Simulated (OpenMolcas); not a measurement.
# BH3S (SMILES BS), step by step

We compute a single-point energy (UHF/STO-3G), then a single-point energy (CASSCF(2,2)/STO-3G), then a single-point energy (CASPT2(2,2)/STO-3G), then the energy (SC-NEVPT2(2,2)/STO-3G), then a single-point energy (MRCI(2,2)/STO-3G) of BH3S. 

Program for the calculation: OpenMolcas 26.06.

## (1) Starting point

BH3S has 5 atoms, charge 0, and is taken as a singlet. As SMILES, `BS`. The B1–S2 distance was set to 3.529 Å, away from the relaxed value. At this shape a bond of the SMILES string is far longer than usual.

Bond lengths: B1–H3 1.192 Å, B1–H4 1.190 Å, S2–H5 1.344 Å. Angles: H3–B1–H4 122.7°.

## (2) The energy at UHF/STO-3G (run 1)

File step1.inp:

```
* BH3S Hartree-Fock
>>> EXPORT MOLCAS_PRINT=2

&GATEWAY
  BasLib = $CurrDir
  BasisSet
  B.STO-3G....
  B1 -0.945914 -2.078943 0.330506 angstrom
  End of Basis
  BasisSet
  S.STO-3G....
  S2 0.161700 1.236900 -0.154300 angstrom
  End of Basis
  BasisSet
  H.STO-3G....
  H3 -2.116714 -2.214343 0.506606 angstrom
  H4 -0.186714 -2.995543 0.316606 angstrom
  H5 1.476100 1.004400 -0.313600 angstrom
  End of Basis

&SEWARD

&SCF
  UHF
  Scramble = 0.25
  PrOrbitals = 1 1
```

The basis set STO-3G is read from a file made from the Basis Set Exchange's data (not shown).

Command:

```console
$ export MOLCAS_MEM=1860
$ pymolcas step1.inp > step1.log
```

The log of the run (excerpt; [...] marks lines left out):

```text
--- Start Module: gateway ---
[...]
--- Stop Module: gateway /rc=_RC_ALL_IS_WELL_ ---
--- Start Module: seward ---
[...]
      Basis functions           17
--- Stop Module: seward /rc=_RC_ALL_IS_WELL_ ---
--- Start Module: scf ---
[...]
       Convergence after  28 Iterations
[...]
::    Total SCF energy                               -419.1208426858
[...]
      Total spin, S                                     0.6143140582
[...]
      Total electronic charge=   24.000000
      Total            charge=   -0.000000
[...]
      Dipole Moment (debye):
      Origin of the operator (angstrom)=   -0.1321    0.2700   -0.0170
                   X=  7.3002E-01               Y=  5.8547E-02               Z= -1.0722E-01           Total=  7.4017E-01
      Quadrupole Moment (debye*angstrom):
[...]
--- Stop Module: scf /rc=_RC_ALL_IS_WELL_ ---
[...]
```

It took 1.7 s on 1 thread of Arm Neoverse V2, shared host; peak memory 0.37 GiB.

## (3) The energy at CASSCF(2,2)/STO-3G (run 2)

File step2.input:

```
&GATEWAY
BasLib=$CurrDir
BasisSet
B.STO-3G....
B1 -0.945914 -2.078943 0.330506 angstrom
End of Basis
BasisSet
S.STO-3G....
S2 0.161700 1.236900 -0.154300 angstrom
End of Basis
BasisSet
H.STO-3G....
H3 -2.116714 -2.214343 0.506606 angstrom
H4 -0.186714 -2.995543 0.316606 angstrom
H5 1.476100 1.004400 -0.313600 angstrom
End of Basis
&SEWARD
&RASSCF
FileOrb=$CurrDir/step1.UnaOrb
Spin=1
Nactel=2 0 0
Inactive=11
Ras2=2
OrbListing=Nothing
OrbAppear=Compact
```

The basis set STO-3G is read from a file made from the Basis Set Exchange's data (not shown).

Command:

```console
$ export MOLCAS_MEM=1860
$ pymolcas step2.input > step2.log
```

The log of the run (excerpt; [...] marks lines left out):

```text
--- Start Module: gateway ---
[...]
--- Stop Module: gateway /rc=_RC_ALL_IS_WELL_ ---
--- Start Module: seward ---
[...]
      Basis functions           17
--- Stop Module: seward /rc=_RC_ALL_IS_WELL_ ---
--- Start Module: rasscf ---
[...]
      Number of active orbitals                  2
[...]
      Spin quantum number                      0.0
[...]
      Active orbitals                            2
[...]
      Number of CSFs                             3
[...]
      Number of root(s) required                 1
[...]
      Convergence after  8 iterations
[...]
      printout of CI-coefficients larger than  0.05 for root  1
      energy=    -419.122123
      conf/sym  11     Coeff  Weight
             1  20  -0.78152 0.61078
             3  02   0.62387 0.38922
      Natural orbitals and occupation numbers for root  1
      sym 1:   1.221561   0.778439
      ************************************************************************************************************************
      *                                                    Final results                                                     *
[...]
::    RASSCF root number  1 Total energy:   -419.12212324
[...]
      Total electronic charge=   24.000000
      Total            charge=   -0.000000
[...]
      Dipole Moment (debye):
      Origin of the operator (angstrom)=   -0.1321    0.2700   -0.0170
                   X=  7.1047E-01               Y=  1.4154E-02               Z= -1.0008E-01           Total=  7.1762E-01
      Quadrupole Moment (debye*angstrom):
[...]
--- Stop Module: rasscf /rc=_RC_ALL_IS_WELL_ ---
[...]
```

Run time: 1.3 s. Hardware: 1 thread of Arm Neoverse V2, shared host; peak memory 0.37 GiB.

## (4) A single-point energy at CASPT2(2,2)/STO-3G (run 3)

File step3.inp:

```
&gateway
  baslib
  $CurrDir
  basisset
  B.STO-3G....
  B1 -0.945914 -2.078943 0.330506 angstrom
  End of Basis
  basisset
  S.STO-3G....
  S2 0.161700 1.236900 -0.154300 angstrom
  End of Basis
  basisset
  H.STO-3G....
  H3 -2.116714 -2.214343 0.506606 angstrom
  H4 -0.186714 -2.995543 0.316606 angstrom
  H5 1.476100 1.004400 -0.313600 angstrom
  End of Basis

&seward

&rasscf
  fileorb
  $CurrDir/step2.RasOrb
  spin
  1
  nactel
  2 0 0
  inactive
  11
  ras2
  2
  orblisting
  Nothing
  orbappear
  Compact

&caspt2
  imaginary
  0.1
  frozen
  6
```

The basis set STO-3G is read from a file made from the Basis Set Exchange's data (not shown).

Command:

```console
$ export MOLCAS_MEM=1860
$ pymolcas step3.inp > step3.log
```

The log of the run (excerpt; [...] marks lines left out):

```text
--- Start Module: gateway ---
[...]
--- Stop Module: gateway /rc=_RC_ALL_IS_WELL_ ---
[...]
      Basis functions           17
[...]
--- Start Module: rasscf ---
[...]
      Number of active orbitals                  2
[...]
      Spin quantum number                      0.0
[...]
      Active orbitals                            2
[...]
      Number of CSFs                             3
[...]
      Number of root(s) required                 1
[...]
      Convergence after  4 iterations
[...]
      printout of CI-coefficients larger than  0.05 for root  1
      energy=    -419.122123
      conf/sym  11     Coeff  Weight
             1  20  -0.78152 0.61078
             3  02   0.62387 0.38922
      Natural orbitals and occupation numbers for root  1
      sym 1:   1.221561   0.778439
      ************************************************************************************************************************
      *                                                    Final results                                                     *
[...]
::    RASSCF root number  1 Total energy:   -419.12212324
[...]
      Total electronic charge=   24.000000
      Total            charge=   -0.000000
[...]
      Dipole Moment (debye):
      Origin of the operator (angstrom)=   -0.1321    0.2700   -0.0170
                   X=  7.1047E-01               Y=  1.4157E-02               Z= -1.0007E-01           Total=  7.1762E-01
      Quadrupole Moment (debye*angstrom):
[...]
--- Stop Module: rasscf /rc=_RC_ALL_IS_WELL_ ---
--- Start Module: caspt2 ---
[...]
 ###    WARNING: User changed nr of frozen orbitals.                         ###
 ###############################################################################
[...]
      E2 (Variational):          -0.0400011736
      Total energy:            -419.1621244114
[...]
      Reference weight:           0.98149
[...]
::    CASPT2 Root  1     Total energy:   -419.16212441
[...]
--- Stop Module: caspt2 /rc=_RC_ALL_IS_WELL_ ---
[...]
```

Run time: 1.3 s. Hardware: 1 thread of Arm Neoverse V2, shared host; peak memory 0.37 GiB.

## (5) The energy at SC-NEVPT2(2,2)/STO-3G (run 4)

File step4.inp:

```
&GATEWAY
BasLib = $CurrDir
BasisSet
B.STO-3G....
B1 -0.945914 -2.078943 0.330506 angstrom
End of Basis
BasisSet
S.STO-3G....
S2 0.161700 1.236900 -0.154300 angstrom
End of Basis
BasisSet
H.STO-3G....
H3 -2.116714 -2.214343 0.506606 angstrom
H4 -0.186714 -2.995543 0.316606 angstrom
H5 1.476100 1.004400 -0.313600 angstrom
End of Basis
&SEWARD
&RASSCF
FileOrb = $CurrDir/step2.RasOrb
Spin = 1
Nactel = 2 0 0
Inactive = 11
Ras2 = 2
OrbListing = Nothing
OrbAppear = Compact
&CASPT2
SC-NEVPT2
Frozen = 6
```

The basis set STO-3G is read from a file made from the Basis Set Exchange's data (not shown).

Command:

```console
$ export MOLCAS_MEM=1860
$ pymolcas step4.inp > step4.log
```

The log of the run (excerpt; [...] marks lines left out):

```text
--- Start Module: gateway ---
[...]
--- Stop Module: gateway /rc=_RC_ALL_IS_WELL_ ---
[...]
      Basis functions           17
[...]
--- Start Module: rasscf ---
[...]
      Number of active orbitals                  2
[...]
      Spin quantum number                      0.0
[...]
      Active orbitals                            2
[...]
      Number of CSFs                             3
[...]
      Number of root(s) required                 1
[...]
      Convergence after  4 iterations
[...]
      printout of CI-coefficients larger than  0.05 for root  1
      energy=    -419.122123
      conf/sym  11     Coeff  Weight
             1  20  -0.78152 0.61078
             3  02   0.62387 0.38922
      Natural orbitals and occupation numbers for root  1
      sym 1:   1.221561   0.778439
      ************************************************************************************************************************
      *                                                    Final results                                                     *
[...]
::    RASSCF root number  1 Total energy:   -419.12212324
[...]
      Total electronic charge=   24.000000
      Total            charge=   -0.000000
[...]
      Dipole Moment (debye):
      Origin of the operator (angstrom)=   -0.1321    0.2700   -0.0170
                   X=  7.1047E-01               Y=  1.4157E-02               Z= -1.0007E-01           Total=  7.1762E-01
      Quadrupole Moment (debye*angstrom):
[...]
--- Stop Module: rasscf /rc=_RC_ALL_IS_WELL_ ---
--- Start Module: caspt2 ---
[...]
 ###    WARNING: User changed nr of frozen orbitals.                         ###
 ###############################################################################
[...]
      E2 (Variational):          -0.0397224980
[...]
      E2 (Variational):          -0.0397080317
      Total energy:            -419.1618312695
[...]
      Reference weight:           0.98167
[...]
::    SC-NEVPT2 Root  1     Total energy:   -419.16183127
[...]
--- Stop Module: caspt2 /rc=_RC_ALL_IS_WELL_ ---
[...]
```

It took 1.3 s on 1 thread of Arm Neoverse V2, shared host; peak memory 0.37 GiB.

## (6) The energy at MRCI(2,2)/STO-3G (run 5)

File step5.inp:

```
* BH3S MRCI
>>> EXPORT MOLCAS_PRINT=2

&GATEWAY
 BasLib
 $CurrDir
 BasisSet
 B.STO-3G....
 B1 -0.945914 -2.078943 0.330506 angstrom
 End of Basis
 BasisSet
 S.STO-3G....
 S2 0.161700 1.236900 -0.154300 angstrom
 End of Basis
 BasisSet
 H.STO-3G....
 H3 -2.116714 -2.214343 0.506606 angstrom
 H4 -0.186714 -2.995543 0.316606 angstrom
 H5 1.476100 1.004400 -0.313600 angstrom
 End of Basis

&SEWARD

&RASSCF
 FileOrb
 $CurrDir/step2.RasOrb
 Spin
 1
 Nactel
 2 0 0
 Inactive
 11
 Ras2
 2
 OrbListing
 Nothing
 OrbAppear
 Compact

&MOTRA
 LumOrb
 Frozen
 6

&GUGA
 Electrons
 12
 Spin
 1
 Inactive
 5
 Active
 2
 CIAll
 1

&MRCI
 SDCI
```

The basis set STO-3G is read from a file made from the Basis Set Exchange's data (not shown).

Command:

```console
$ export MOLCAS_MEM=1860
$ pymolcas step5.inp > step5.log
```

The log of the run (excerpt; [...] marks lines left out):

```text
--- Start Module: gateway ---
[...]
--- Stop Module: gateway /rc=_RC_ALL_IS_WELL_ ---
[...]
      Basis functions           17
[...]
      Number of active orbitals                  2
[...]
      Spin quantum number                      0.0
[...]
      Active orbitals                            2
[...]
      Number of CSFs                             3
[...]
      Number of root(s) required                 1
[...]
      Convergence after  4 iterations
[...]
      printout of CI-coefficients larger than  0.05 for root  1
      energy=    -419.122123
      conf/sym  11     Coeff  Weight
             1  20  -0.78152 0.61078
             3  02   0.62387 0.38922
      Natural orbitals and occupation numbers for root  1
      sym 1:   1.221561   0.778439
      ************************************************************************************************************************
      *                                                    Final results                                                     *
[...]
::    RASSCF root number  1 Total energy:   -419.12212324
[...]
      Dipole Moment (debye):
      Origin of the operator (angstrom)=   -0.1321    0.2700   -0.0170
                   X=  7.1047E-01               Y=  1.4157E-02               Z= -1.0007E-01           Total=  7.1762E-01
      Quadrupole Moment (debye*angstrom):
[...]
      *** WARNING: Default frozen orbitals is overwritten by user input.
      *** Default values:   6
[...]
--- Start Module: guga ---
[...]
--- Stop Module: guga /rc=_RC_ALL_IS_WELL_ ---
--- Start Module: mrci ---
[...]
       (But an ACPF correction will be computed)
       USE THE DEFAULT ACPF G-VALUE GFAC=  0.16666666666666666
[...]
                      CI ENERGY:  -419.18112586
[...]
                ACPF CORRECTION:    -0.00209951
[...]
      Total electronic charge=   24.000000
      Total            charge=   -0.000000
[...]
     ACPF CORRECTION:     -0.00209951
[...]
  CI State   1     Total energy:   -419.18112586     QDav:     -0.00253747     QACPF:     -0.00209951
[...]
--- Stop Module: mrci /rc=_RC_ALL_IS_WELL_ ---
[...]
```

Run time: 1.4 s. Hardware: 1 thread of Arm Neoverse V2, shared host; peak memory 0.37 GiB.

## (7) Summary of results

```
                                                    quantity          value
                             run 1, UHF/STO-3G: total energy  -419.12084 Eh
                            run 1, UHF/STO-3G: dipole moment         0.74 D
                              run 1, UHF/STO-3G: HOMO energy       -6.63 eV
                              run 1, UHF/STO-3G: LUMO energy        5.99 eV
                            run 1, UHF/STO-3G: HOMO–LUMO gap       12.61 eV
                                     run 1, UHF/STO-3G: ⟨S²⟩          0.992
                     run 2, CASSCF(2,2)/STO-3G: total energy  -419.12212 Eh
   run 2, CASSCF(2,2)/STO-3G: dipole moment (CASSCF density)         0.72 D
                     run 3, CASPT2(2,2)/STO-3G: total energy  -419.16212 Eh
   run 3, CASPT2(2,2)/STO-3G: dipole moment (CASSCF density)         0.72 D
                  run 4, SC-NEVPT2(2,2)/STO-3G: total energy  -419.16183 Eh
run 4, SC-NEVPT2(2,2)/STO-3G: dipole moment (CASSCF density)         0.72 D
                       run 5, MRCI(2,2)/STO-3G: total energy  -419.18113 Eh
     run 5, MRCI(2,2)/STO-3G: dipole moment (CASSCF density)         0.72 D
```

**Reading.** ⟨S²⟩ (run 1, UHF/STO-3G) is 0.99 where a pure singlet has 0.00: the reference is spin-contaminated. Mulliken charges (run 1, UHF/STO-3G) run from -0.08 on H4 to +0.15 on B1; they depend strongly on the basis. Mulliken charges (run 2, CASSCF(2,2)/STO-3G) run from -0.08 on H4 to +0.15 on B1; they depend strongly on the basis.
